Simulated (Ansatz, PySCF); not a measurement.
Species: formaldehyde, CH2O, net charge 0, singlet state. 
Structure (B3LYP-D3(BJ)/def2-TZVP (Ansatz, a program for electronic structure) minimum search):
```
C
O 1 1.1989
H 1 1.1075 2 122.05
H 1 1.1075 3 115.91 2 180.00
```
Charge 0, spin multiplicity 1.

Quantity: vertical ionisation energy (to the doublet state of charge +1; each state is the SCF solution reached for its spin), in eV. Correlated levels leave the core frozen unless marked. Open shells are spin-unrestricted. No spin-orbit coupling. Non-relativistic. CBS marks a two-point X^-3 extrapolation of the correlation energy; Hartree-Fock from the larger set. [CCSD(T)-MP2]/basis is that difference in the basis named.

```csv
level,program,vertical ionisation energy (eV),minus last row
RI-HF/aug-cc-pVQZ,Ansatz,9.46,-1.53
B3LYP/def2-TZVPD,Ansatz,10.89,-0.10
BHLYP/def2-TZVPD,Ansatz,10.69,-0.30
CAM-B3LYP/def2-TZVPD,Ansatz,10.90,-0.09
wB97M-V/def2-TZVPD,Ansatz,10.85,-0.14
B2PLYP/def2-TZVPD,Ansatz,10.89,-0.10
MP2/def2-QZVPPD,Ansatz,11.39,0.40
RI-MP2/def2-TZVPPD,Ansatz,11.31,0.32
"RI-MP2/CBS(def2-TZVPPD,def2-QZVPPD)",Ansatz,11.44,0.45
SCS-MP2/def2-QZVPPD,Ansatz,11.33,0.34
CCSD/aug-cc-pVTZ,Ansatz,10.83,-0.16
CCSD(T)/def2-TZVPPD,Ansatz,10.87,-0.12
"RI-MP2/CBS(def2-TZVPPD,def2-QZVPPD)+[CCSD(T)-MP2]/def2-SVPD",Ansatz,11.02,0.03
"RI-MP2/CBS(def2-TZVPPD,def2-QZVPPD)+[CCSD(T)-MP2]/def2-QZVPPD",Ansatz,11.00,0.01
"CCSD(T)/CBS(def2-TZVPPD,def2-QZVPPD)",Ansatz,10.99,0.00
```

For comparison, minus the highest occupied orbital energy (PySCF): 8.05 eV at PW6B95/def2-TZVPD, 7.86 eV at PBE0/def2-TZVPD, 6.37 eV at TPSS/def2-TZVPD.
